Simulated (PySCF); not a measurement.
A family of related molecules: Y=E=Y. Isolated molecules, 0 K electronic values unless said otherwise. Strings in code marks are SMILES. All members: neutral, multiplicity 1. Level: B3LYP-D3(BJ)/def2-TZVP (PySCF), beside PBE-D3(BJ)/def2-TZVP // B3LYP-D3(BJ)/def2-TZVP (PySCF) at the same geometries. B3LYP has the VWN-RPA correlation part, as in Gaussian.  Orbital energies are measured against the vacuum level.

```csv
species,"LUMO, PBE (eV)","LUMO, B3LYP-D3(BJ) (eV)"
`O=[Si]=O`,-4.41,-3.79
`O=S=O`,-4.31,-3.67
`[O]=[Ge]=[O]`,-4.08,-3.47
`S=C=S`,-2.77,-2.16
`N=C=S`,-2.01,-1.35
`O=C=S`,-1.83,withheld
`N=C=O`,-0.91,-0.16
```

Task: Fit y = a + b·x, y being the LUMO at the first level, to the 6 complete rows by least squares, with x = the PBE value in eV. Give a, b and the rms residual, and predict the withheld value.

Result: Means of the 6 rows: x̄ = -3.0817, ȳ = -2.4333 eV. Σ(x − x̄)² = 10.232 and Σ(x − x̄)(y − ȳ) = 10.539, so b = 1.030 and a = ȳ − b·x̄ = 0.741 eV. The rms residual is 0.029 eV. At x = -1.83 the line gives -1.14 eV. The run for `O=C=S` gave -1.10 eV, so the line is off by 0.04 eV, within twice the rms residual.

Codes: PySCF.
